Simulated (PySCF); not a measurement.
Input of a run (PBE0-D3(BJ)/def2-SVP geometry optimisation, gas phase (PySCF 2.14.0)), started from GFN2-xTB:
```
{"job": {"xc": "PBE0", "basis": "def2-SVP", "d3": "d3bj", "grid": 1, "kind": "geom"}, "charge": 0, "multiplicity": 1}
F     -1.441367     1.024835    -0.046197
C     -0.688757    -0.100145    -0.023312
C      0.763381     0.037983    -0.054390
O      0.043235    -0.319506     1.104787
H     -1.230375    -0.927028    -0.472280
H      1.369547    -0.745516    -0.491737
H      1.187669     1.034280    -0.043948
```

Output (energies in Eh, forces in Eh/bohr):
```
step   0  E = -252.57727734  max force = 0.016225
step   1  E = -252.57807842  max force = 0.004948
step   2  E = -252.57805497  max force = 0.003659
step   3  E = -252.57812122  max force = 0.001879
step   4  E = -252.57813207  max force = 0.000437
optimisation converged
```

Problem. Summarise the run.

Solution. The energy falls by 0.54 kcal/mol over 5 energy and gradient evaluations, the largest force component goes from 0.0162 to 4.4e-04 Eh/bohr, and the atoms move by 0.014 Å rms after alignment. The bond that changes most is C3–O4 (sp3 carbon bound to oxygen to epoxide oxygen), which lengthens by 0.019 Å. Bonds longer at the end by more than 0.005 Å: 5 of 7; shorter: 1. The energy rose by more than 1e-6 Eh at step 2. The first step brought 94 % of the lowering.

Problem. What are the final bond lengths?

Solution. F1–C2 1.345 Å, C2–C3 1.455 Å, C3–O4 1.430 Å, C2–O4 1.369 Å, C2–H5 1.098 Å, C3–H6 1.097 Å, C3–H7 1.096 Å. Numbering counts from 1 in the input's order; the species is `F[C@H]1CO1`.

The run used 71 basis functions and 33 SCF cycles in all. On one thread, Arm Neoverse V1 (shared host), this took 6.0 s.

Not checked by PBE0-D3(BJ)/def2-SVP frequencies.
